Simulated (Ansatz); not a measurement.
Basis-set extrapolation for C$_{2}$H$_{8}$N$_{2}$ (`CC(N)N`) (PBE0-D4/def2-TZVP geometry, frozen core, Ansatz). Multiplicity 1, RHF reference.

|  | def2-TZVPP | def2-QZVPP |
| --- | --- | --- |
| HF | -189.364652 | -189.374223 |
| MP2 correlation | -0.787523 | -0.840640 |
| CCSD(T) correlation | -0.855835 | not run |

Energies in hartree. Use E(X) = E(∞) + A·exp(−7.88·√X) for Hartree–Fock and E(X) = E(∞) + B·X^(−2.97) for correlation, with X = 3 and 4, and add CCSD(T) minus MP2 of the smaller set to the MP2 limit.

Problem. What is the CCSD(T) energy at the basis-set limit?

Solution. HF limit: -189.374223 + (-0.009571) × 0.13774 = -189.37554. MP2 limit: -0.840640 + (-0.053117) × 0.74074 = -0.87999. Higher-order term: -0.855835 − (-0.787523) = -0.06831. Total: -190.32384 hartree, 64.9 kcal/mol below CCSD(T)/def2-TZVPP.
